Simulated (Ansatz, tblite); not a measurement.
**BiH3: one state, many levels**

How do method and basis change the picture of BiH3 (singlet)?

The runs use Ansatz 0.2.0, Gaussian basis; as each input shows.

Levels to be run: GFN1-xTB, GFN2-xTB, PBE-D4/def2-TZVP, r2SCAN-D4/def2-TZVP, HSE06-D4/def2-TZVP, BLYP-D4/def2-TZVP, ωB97M-V/def2-TZVP, r2SCAN0-D4/def2-TZVP, LDA/def2-TZVP, B2PLYP/def2-TZVP, CAM-B3LYP-D4/def2-TZVP, PBE-D4/def2-SVP, PBE0-D4/def2-SVP, CCSD(T)/def2-TZVPP, MP2/def2-TZVP, RPA/def2-TZVP.

**1. The geometry**

The geometry is that of the singlet, from an earlier relaxation (PBE-D4/def2-TZVP).

4 atoms, charge 0, spin multiplicity 1.

Bond lengths: Bi1–H2 1.806 Å, Bi1–H3 1.806 Å, Bi1–H4 1.806 Å. Angles: H2–Bi1–H3 89.8°, H2–Bi1–H4 89.8°, H3–Bi1–H4 89.8°.

As a file:

```
Bi   -0.0054    0.0056    0.7845
H     1.4740   -0.0296   -0.2512
H    -0.7102    1.2870   -0.2755
H    -0.7584   -1.2630   -0.2577
```

Bi takes a core potential in the def2 sets. No spin-orbit coupling is included.

PBE0-D4/def2-TZVP was run before; its log isn't repeated, and its numbers join the tables.

**2. GFN1-xTB**

Tight binding, by tblite at 300 K electronic temperature and without a spin-polarisation term:

```python
tblite.interface.Calculator('GFN1-xTB', numbers, positions, charge=0, uhf=0).singlepoint()
```

Energy -104.1165 eV, HOMO -10.84 eV, LUMO -2.04 eV; 0.002 s.

**3. GFN2-xTB**

Tight binding, by tblite at 300 K electronic temperature and without a spin-polarisation term:

```python
tblite.interface.Calculator('GFN2-xTB', numbers, positions, charge=0, uhf=0).singlepoint()
```

Energy -105.6914 eV, HOMO -10.57 eV, LUMO -2.57 eV; 0.001 s.

**4. PBE-D4/def2-TZVP**

start.molden holds the orbitals of an earlier run on this state, given as this run's starting guess.

in.yaml reads:

```yaml
crystal:
  periodic: [false, false, false]
  atoms:
    - {symbol: Bi, position_ang: [-0.005379, 0.005576, 0.784456]}
    - {symbol: H, position_ang: [1.474038, -0.029603, -0.251192]}
    - {symbol: H, position_ang: [-0.710245, 1.287009, -0.275538]}
    - {symbol: H, position_ang: [-0.758405, -1.262992, -0.257737]}
basis:
  gaussian: {orbitals: def2-TZVP, initial_orbitals: start.molden}
hamiltonian: {xc: pbe, dispersion: d4}
scf: {omitted_lower_state_checks: [starts]}
output: {orbitals: {seedname: orbitals}}
```

Launch:

```
ansatz run in.yaml --threads 4 --pin off --events-out ev --progress --plain --max-ram 3916MiB
```

The runs that follow: r2SCAN-D4/def2-TZVP; HSE06-D4/def2-TZVP; BLYP-D4/def2-TZVP; ωB97M-V/def2-TZVP; r2SCAN0-D4/def2-TZVP; LDA/def2-TZVP; B2PLYP/def2-TZVP; CAM-B3LYP-D4/def2-TZVP; PBE-D4/def2-SVP; PBE0-D4/def2-SVP; CCSD(T)/def2-TZVPP; MP2/def2-TZVP; RPA/def2-TZVP.

Q: Predict the results of all the runs planned. Wanted: gap in def2-TZVP, named functionals, smallest and largest; correlation energy, CCSD(T)/def2-TZVPP; correlation energy, MP2/def2-TZVP; binding an atom, CCSD(T)/def2-TZVPP; PBE0 total energy, smallest basis above largest.

As calculated:

```
                                                 quantity                                  value
gap in def2-TZVP, named functionals, smallest and largest  5.73 eV (BLYP-D4), 11.25 eV (ωB97M-V)
                   correlation energy, CCSD(T)/def2-TZVPP                              -12.50 eV
                        correlation energy, MP2/def2-TZVP                              -12.12 eV
                      binding an atom, CCSD(T)/def2-TZVPP                               1.904 eV
          PBE0 total energy, smallest basis above largest          0.29 eV (def2-SVP, def2-TZVP)
```

Orbital gaps of the named functionals in def2-TZVP span 5.73 eV (BLYP-D4) to 11.25 eV (ωB97M-V); exact exchange widens it. The functionals in def2-TZVP miss CCSD(T)/def2-TZVPP by -0.026 (r2SCAN0-D4) to +0.399 eV (LDA) an atom. CCSD(T)/def2-TZVPP isn't at the basis-set limit; small misses against it rank nothing.
